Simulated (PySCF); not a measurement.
# C5H7O: g tensor and hyperfine couplings

Compound: C5H7O (doublet state).
Numbering: `[OH:1][CH2:2][CH2:3][C:4]1=[CH:5][CH:6]1` (hydrogens: H7 on O1; H8, H9 on C2; H10, H11 on C3; H12 on C5; H13 on C6)

Structure used (GFN2-xTB), in Å, numbered top down from 1:
```
atom  x, y, z in Å
O1    -1.647   -0.821    1.081
C2    -1.581    0.166    0.087
C3    -0.429   -0.075   -0.911
C4     0.855    0.085   -0.221
C5     1.784   -0.433    0.574
C6     1.950    0.974    0.159
H7    -0.800   -0.848    1.543
H8    -2.536    0.121   -0.440
H9    -1.470    1.165    0.533
H10   -0.521   -1.091   -1.305
H11   -0.514    0.643   -1.729
H12    2.186   -1.274    1.085
H13    2.718    1.389   -0.474
```

The hyperfine couplings belong to this conformer and change with its torsions.

Method: PySCF, UKS B3LYP, pcH-1 on C H O, non-relativistic, mean-field spin-orbit, GIAO. The structure is a single GFN2-xTB conformer in the gas phase; no vibrational or solvent corrections. The geometry wasn't refined by DFT: couplings that depend on bond lengths, twists or pyramidal angles can differ widely from those at the functional's own minimum. Stability of the SCF solution: not tested.

```
g1, g2, g3                      : 2.00215, 2.00257, 2.00310
g_iso                           : 2.00261
Form of g                       : rhombic: the two nearest values differ by 44 % of g3 − g1
⟨S²⟩                            : 0.7534 (exact 0.7500)
HOMO–LUMO gap, α and β orbitals : 3.90, 6.68 eV
Total energy                    : -269.82420 Eh
```

Isotropic coupling and dipolar principal values T1 to T3, in 10⁻⁴ cm⁻¹ (1 × 10⁻⁴ cm⁻¹ = 2.998 MHz):

| atom | isotope | a_iso | T1 | T2 | T3 | Mulliken spin population |
| --- | --- | --- | --- | --- | --- | --- |
| O1 | 17O | -0.7 | -0.3 | 0.1 | 0.2 | 0.00 |
| C2 | 13C | 1.2 | -0.3 | -0.1 | 0.3 | 0.00 |
| C3 | 13C | -1.3 | -0.2 | -0.1 | 0.3 | -0.01 |
| C4 | 13C | -3.2 | -4.2 | -1.5 | 5.7 | 0.02 |
| C5 | 13C | 2.0 | -6.4 | -4.7 | 11.2 | 0.15 |
| C6 | 13C | 117.4 | -21.4 | -19.4 | 40.8 | 0.81 |
| H7 | 1H | -0.1 | -0.8 | -0.6 | 1.4 | 0.00 |
| H8 | 1H | -0.2 | -0.3 | -0.3 | 0.6 | 0.00 |
| H9 | 1H | -0.1 | -0.7 | -0.5 | 1.2 | 0.00 |
| H10 | 1H | 2.3 | -0.6 | -0.6 | 1.2 | 0.00 |
| H11 | 1H | -0.8 | -0.6 | -0.6 | 1.2 | 0.00 |
| H12 | 1H | -6.3 | -3.5 | -0.5 | 4.0 | -0.01 |
| H13 | 1H | 38.4 | -8.6 | -1.7 | 10.3 | 0.03 |

The Mulliken spin populations are largest on C6 (+0.81) and C5 (+0.15). The angles at C6 add up to 309.4°, so it is pyramidal.

Axes: g2 points within 9° of the C6–H13 bond and g3 points within 6° of the C4–C5 bond.

Under fast tumbling the dipolar parts average out, and these isotropic splittings remain: 2 × 1H (H12/H13, I = 1/2, 3 lines) with 1.71 mT and 2 × 1H (H10/H11, I = 1/2, 3 lines) with 0.08 mT.

Class means assume fast exchange of nuclei equivalent by connectivity; if that motion is slow, each nucleus keeps its own coupling. The 1H value of +48.0 MHz is a mean of couplings from -18.9 to 115.0 MHz in this one geometry, not an average over conformers. The 1H value of +2.3 MHz is a mean of couplings from -2.3 to 6.9 MHz in this one geometry, not an average over conformers.

The 13C coupling of C5/C6 (mean 179.1 MHz) shows only in satellite lines or after enrichment, since that isotope makes up about 1.07 % of natural carbon.

The spin density at the nucleus, in bohr⁻³, is negative for C4 (-0.0086) and C3 (-0.0035), for instance. A restricted open-shell determinant has no negative spin density anywhere; here it arises because α and β orbitals differ (spin polarisation).
